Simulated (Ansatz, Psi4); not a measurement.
Predicting a hybrid from its neighbours: C2H6S (ethanethiol)

C2H6S: 9 atoms, total charge 0, spin state singlet. As SMILES, `CCS`. The coordinates come from a PBE0-D4/def2-TZVP relaxation. This is one conformer, not always the lowest.

The HOMO–LUMO gap y, in eV, basis def2-SVPD; a is the functional's share of exact exchange. Programs: Ansatz 0.2.0, Psi4 1.11.

```
functional  program     a  y (eV)
    r2SCAN     Psi4     0    5.78
      BLYP   Ansatz     0    4.94
     B3LYP     Psi4   0.2    6.56
      PBE0     Psi4  0.25       ?
     BHLYP   Ansatz   0.5    8.79
```

Fit y = c + s·a to the known rows and predict PBE0.


1. Means of the 4 rows: a = 0.1750, y = 6.518.
2. Σ(Δa)² = 0.1675, Σ(Δa·Δy) = 1.1447, so the slope is 1.1447/0.1675 = 6.834.
3. Intercept: 6.518 − (6.834) × 0.1750 = 5.322. The largest residual of the fit is 0.46.
4. PBE0: 5.322 + (6.834) × 0.25 = 7.03 eV.

The run gave 7.07 eV, so the prediction is off by -0.04 eV, within the largest residual. Exact exchange lowers occupied levels and raises empty ones. The rows mix families of semi-local functionals, which the line can't see.
